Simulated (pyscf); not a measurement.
•H₂Si–PH₂ → [HSi=PH]• + hydrogen (H₂) (elimination; doublet surface; H–P, H–Si broken, H–H formed). Optimised with ωB97X-D3(BJ)/def2-SVP in PySCF. Energies in kcal/mol from the reactant's lowest minimum found.

| level | barrier | reaction energy |
|---|---|---|
| ωB97X-D3(BJ)/def2-TZVP | 72.6 | +39.4 |
| r²SCAN/def2-TZVP | 69.9 | +34.8 |
| B3LYP-D3(BJ)/def2-TZVP | 67.7 | +34.1 |
| M06-2X/def2-TZVP | 70.8 | +34.1 |
| ωB97M-D3(BJ)/def2-TZVP | 68.7 | +36.1 |
| HF/def2-TZVP | 73.5 | +38.7 |

The functionals in the table span 4.9 kcal/mol in this barrier, from B3LYP-D3(BJ) to ωB97X-D3(BJ). The same reactants have a lower exit, to H₃Si–PH• (barrier +25.9 kcal/mol at ωB97M-D3(BJ), against +68.7 kcal/mol here). •H₂Si–PH₂ lies 7.2 kcal/mol over its isomer H₃Si–PH•, and others may lie lower still (electronic energy, ωB97M-D3(BJ)). [HSi=PH]• lies 5.2 kcal/mol over its isomer H₂Si=P•, and others may lie lower still (electronic energy, ωB97M-D3(BJ)). This is the saddle that the search found; another between the same sides may lie lower.
